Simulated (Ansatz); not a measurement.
Basis-set extrapolation for Li₂O (`[Li][O][Li]`) (PBE0-D4/def2-TZVP geometry, frozen core, Ansatz 0.2.0). Multiplicity 1, RHF reference. For Li the program correlates outer-core shells too, which these sets cover unevenly, so the extrapolated numbers aren't a true limit.

```tsv
	def2-TZVPP	def2-QZVPP
HF	-89.810136	-89.816216
MP2 correlation	-0.347801	-0.373102
CCSD(T) correlation	-0.359099	-0.384170
```

Energies in hartree. Use E(X) = E(∞) + A·exp(−7.88·√X) for Hartree–Fock and E(X) = E(∞) + B·X^(−2.97) for correlation, with X = 3 and 4.

Task: What is the CCSD(T) energy at the basis-set limit?

Result: HF limit: -89.816216 + (-0.006080) × 0.13774 = -89.81705. Correlation limit: -0.384170 + (-0.025071) × 0.74074 = -0.40274. Total: -90.21979 hartree, 1.38 eV below CCSD(T)/def2-TZVPP.
